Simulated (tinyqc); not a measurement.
Worked calculation: RHF in the sto-3g basis, for H2F+, spin multiplicity 1. One step of it, computed by the program tinyqc.

Problem. Iteration 2: building the Fock matrix. J_ij = sum D_kl (ij|kl), K_ij = sum D_kl (ik|jl); F = H + J - 0.5 K; E = tr D H + tr D J / 2 - 0.25 tr D K + E_nn.

D after iteration 1, lower triangle:
```
            1F 1s      1F 2s     1F 2px     1F 2py     1F 2pz      2H 1s     3H 1s
1F 1s    2.125184
1F 2s   -0.536351   2.308906
1F 2px  -0.008509   0.052723   1.903685
1F 2py   0.003444   0.015913   0.301876   1.475166
1F 2pz   0.001313  -0.037043  -0.011460   0.141321   1.909242
2H 1s    0.017309  -0.113270  -0.419584   0.271775  -0.042376   0.180778
3H 1s    0.033850  -0.142792   0.282593  -0.342584   0.247629  -0.159611  0.199779
```

core Hamiltonian H = T + V (hartree), lower triangle:
```
             1F 1s       1F 2s     1F 2px     1F 2py     1F 2pz      2H 1s      3H 1s
1F 1s   -41.086305
1F 2s    -9.642245  -11.560038
1F 2px    0.000000    0.000000  -9.193336
1F 2py    0.000000    0.000000   0.000000  -9.339241
1F 2pz   -0.012308   -0.149866   0.000000   0.000000  -9.237813
2H 1s    -1.667785   -3.712448   0.000000  -2.149860  -1.226573  -5.396734
3H 1s    -1.667785   -3.712448   0.000000   2.149860  -1.226573  -1.271361  -5.396734
```

Two-electron integrals (ij|kl) in chemists' order, unique and non-zero (hartree):
```
(11|11) 5.403501    (21|11) 0.841920    (21|21) 0.156299    (22|11) 1.268028
(22|21) 0.292344    (22|22) 0.926167    (31|31) 0.027998    (32|31) 0.043169
(32|32) 0.204588    (33|11) 1.264502    (33|21) 0.292403    (33|22) 0.925959
(33|33) 0.997514    (41|41) 0.027998    (42|41) 0.043169    (42|42) 0.204588
(43|43) 0.053770    (44|11) 1.264502    (44|21) 0.292403    (44|22) 0.925959
(44|33) 0.889973    (44|44) 0.997514    (51|51) 0.027998    (52|51) 0.043169
(52|52) 0.204588    (53|53) 0.053770    (54|54) 0.053770    (55|11) 1.264502
(55|21) 0.292403    (55|22) 0.925959    (55|33) 0.889973    (55|44) 0.889973
(55|55) 0.997514    (61|11) 0.146681    (61|21) 0.026996    (61|22) 0.050159
(61|33) 0.050082    (61|41) 0.000971    (61|42) 0.001818    (61|44) 0.050264
(61|51) 0.000536    (61|52) 0.001004    (61|54) 0.000100    (61|55) 0.050138
(61|61) 0.004711    (62|11) 0.365611    (62|21) 0.085399    (62|22) 0.301165
(62|33) 0.296799    (62|41) 0.005092    (62|42) 0.039473    (62|44) 0.306614
(62|51) 0.002811    (62|52) 0.021794    (62|54) 0.005419    (62|55) 0.299791
(62|61) 0.014960    (62|62) 0.119803    (63|31) 0.009010    (63|32) 0.053121
(63|43) 0.008343    (63|53) 0.004607    (63|63) 0.017898    (64|11) 0.215605
(64|21) 0.051014    (64|22) 0.192598    (64|33) 0.184320    (64|41) 0.011673
(64|42) 0.077111    (64|44) 0.207084    (64|51) 0.001470    (64|52) 0.013245
(64|54) 0.007962    (64|55) 0.186172    (64|61) 0.009318    (64|62) 0.093925
(64|64) 0.090977    (65|11) 0.119040    (65|21) 0.028166    (65|22) 0.106337
(65|33) 0.101766    (65|41) 0.001470    (65|42) 0.013245    (65|44) 0.105122
(65|51) 0.009822    (65|52) 0.060434    (65|54) 0.010196    (65|55) 0.112002
(65|61) 0.005145    (65|62) 0.051858    (65|64) 0.040349    (65|65) 0.040175
(66|11) 0.513682    (66|21) 0.121959    (66|22) 0.495628    (66|33) 0.478509
(66|41) 0.009289    (66|42) 0.100969    (66|44) 0.517427    (66|51) 0.005129
(66|52) 0.055747    (66|54) 0.021488    (66|55) 0.490373    (66|61) 0.021509
(66|62) 0.250758    (66|64) 0.228385    (66|65) 0.126096    (66|66) 0.774606
(71|11) 0.146681    (71|21) 0.026996    (71|22) 0.050159    (71|33) 0.050082
(71|41) -0.000971   (71|42) -0.001818   (71|44) 0.050264    (71|51) 0.000536
(71|52) 0.001004    (71|54) -0.000100   (71|55) 0.050138    (71|61) 0.004640
(71|62) 0.014496    (71|64) 0.008287    (71|65) 0.004990    (71|66) 0.020635
(71|71) 0.004711    (72|11) 0.365611    (72|21) 0.085399    (72|22) 0.301165
(72|33) 0.296799    (72|41) -0.005092   (72|42) -0.039473   (72|44) 0.306614
(72|51) 0.002811    (72|52) 0.021794    (72|54) -0.005419   (72|55) 0.299791
(72|61) 0.014496    (72|62) 0.096471    (72|64) 0.052142    (72|65) 0.040427
(72|66) 0.163536    (72|71) 0.014960    (72|72) 0.119803    (73|31) 0.009010
(73|32) 0.053121    (73|43) -0.008343   (73|53) 0.004607    (73|63) 0.013886
(73|73) 0.017898    (74|11) -0.215605   (74|21) -0.051014   (74|22) -0.192598
(74|33) -0.184320   (74|41) 0.011673    (74|42) 0.077111    (74|44) -0.207084
(74|51) -0.001470   (74|52) -0.013245   (74|54) 0.007962    (74|55) -0.186172
(74|61) -0.008287   (74|62) -0.052142   (74|64) -0.014713   (74|65) -0.021405
(74|66) -0.079723   (74|71) -0.009318   (74|72) -0.093925   (74|74) 0.090977
(75|11) 0.119040    (75|21) 0.028166    (75|22) 0.106337    (75|33) 0.101766
(75|41) -0.001470   (75|42) -0.013245   (75|44) 0.105122    (75|51) 0.009822
(75|52) 0.060434    (75|54) -0.010196   (75|55) 0.112002    (75|61) 0.004990
(75|62) 0.040427    (75|64) 0.021405    (75|65) 0.030618    (75|66) 0.075551
(75|71) 0.005145    (75|72) 0.051858    (75|74) -0.040349   (75|75) 0.040175
(76|11) 0.116703    (76|21) 0.027505    (76|22) 0.105319    (76|33) 0.103557
(76|44) 0.105859    (76|51) 0.001467    (76|52) 0.013607    (76|55) 0.106429
(76|61) 0.004758    (76|62) 0.040980    (76|64) 0.028089    (76|65) 0.020252
(76|66) 0.089343    (76|71) 0.004758    (76|72) 0.040980    (76|74) -0.028089
(76|75) 0.020252    (76|76) 0.017157    (77|11) 0.513682    (77|21) 0.121959
(77|22) 0.495628    (77|33) 0.478509    (77|41) -0.009289   (77|42) -0.100969
(77|44) 0.517427    (77|51) 0.005129    (77|52) 0.055747    (77|54) -0.021488
(77|55) 0.490373    (77|61) 0.020635    (77|62) 0.163536    (77|64) 0.079723
(77|65) 0.075551    (77|66) 0.300508    (77|71) 0.021509    (77|72) 0.250758
(77|74) -0.228385   (77|75) 0.126096    (77|76) 0.089343    (77|77) 0.774606
```

nuclear repulsion = 9.85479806 hartree

Give: Coulomb J; exchange K; Fock matrix F; total energy of this density.

Solution.

Coulomb J (hartree), lower triangle:
```
         1F 1s   1F 2s  1F 2px  1F 2py  1F 2pz  2H 1s  3H 1s
1F 1s   20.495
1F 2s    3.914   9.702
1F 2px   0.002   0.006   9.693
1F 2py  -0.001  -0.011   0.021   9.685
1F 2pz   0.003   0.032  -0.002   0.008   9.702
2H 1s    0.676   3.086   0.003   1.943   1.087  4.997
3H 1s    0.676   3.093  -0.001  -1.956   1.089  1.068  5.032
```

exchange K (hartree), lower triangle:
```
         1F 1s   1F 2s  1F 2px  1F 2py  1F 2pz  2H 1s  3H 1s
1F 1s   11.092
1F 2s    1.920   3.166
1F 2px  -0.001   0.009   2.555
1F 2py   0.003  -0.009   0.150   2.421
1F 2pz   0.002   0.020  -0.025   0.068   2.606
2H 1s    0.348   0.983  -0.100   0.607   0.312  0.678
3H 1s    0.351   0.994   0.050  -0.635   0.376  0.197  0.749
```

Fock matrix F (hartree), lower triangle:
```
          1F 1s   1F 2s  1F 2px  1F 2py  1F 2pz   2H 1s   3H 1s
1F 1s   -26.138
1F 2s    -6.689  -3.440
1F 2px    0.002   0.002  -0.778
1F 2py   -0.002  -0.007  -0.054  -0.864
1F 2pz   -0.010  -0.128   0.010  -0.026  -0.839
2H 1s    -1.166  -1.118   0.053  -0.510  -0.296  -0.739
3H 1s    -1.167  -1.117  -0.026   0.511  -0.326  -0.302  -0.739
```

total energy of this density = -98.58998 hartree
